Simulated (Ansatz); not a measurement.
All values below come from frozen-core CCSD(T)/cc-pVTZ // B3LYP-D3(BJ)/def2-TZVP run with Ansatz (an electronic-structure program).

Ansatz 0.2 input:
```yaml
crystal:
  periodic: [false, false, false]
  atoms:
    - { symbol: Cl, position_ang: [2.066376, -0.201219, 0.034889] }
    - { symbol: Al, position_ang: [-0.000009, 0.000006, -0.000001] }
    - { symbol: Cl, position_ang: [-0.858965, 1.890412, -0.01418] }
    - { symbol: Cl, position_ang: [-1.207401, -1.689198, -0.020709] }
basis:
  gaussian: { orbitals: cc-pVTZ }
correlation:
  method: ccsd_t
```

Output:

```
Functional definition: HF
823 factors; integrals over basis functions are off by at most 1.1e-3 eV
mean field evaluation 1: about -44100.5284 eV, gradient 1.9e1 eV
mean field evaluation 2: about -44100.7633 eV, gradient 2.0e1 eV
mean field evaluation 4: about -44101.9882 eV, gradient 1.4e0 eV
mean field evaluation 8: about -44102.0183 eV, gradient 2.5e-5 eV
mean field evaluation 16: about -44100.5284 eV, gradient 1.9e1 eV
mean field -44102.01828497 eV, -1620.7192785511 hartree, gradient 7.6e-7 eV, S^2 0.000000; 0 other end points of the search recorded, 0 dependent functions left out
20 core orbitals not correlated
reference -44102.01828497 eV, -1620.7192785511 hartree; 12, 12 occupied and 104, 104 virtual orbitals, 823 factors
second order -16.97994237 eV of doubles, -0.00000000 eV of singles
cycle   1  -17.88561923 eV  change   -9.1e-1 eV  update   7.1e-2
cycle   2  -18.20865673 eV  change   -3.2e-1 eV  update   1.9e-2
cycle   3  -18.26035011 eV  change   -5.2e-2 eV  update   8.9e-3
cycle   4  -18.25381726 eV  change    6.5e-3 eV  update   2.2e-3
cycle   5  -18.25304388 eV  change    7.7e-4 eV  update   6.9e-4
cycle   6  -18.25296745 eV  change    7.6e-5 eV  update   1.9e-4
cycle   7  -18.25293336 eV  change    3.4e-5 eV  update   5.5e-5
cycle   8  -18.25295207 eV  change   -1.9e-5 eV  update   1.5e-5
perturbative correction -0.75654473 eV, -0.0278025062 hartree
Total energy: -44121.02778178 eV, -1621.4178646737 hartree
```

Cost: about 10 core-seconds (a rough figure).
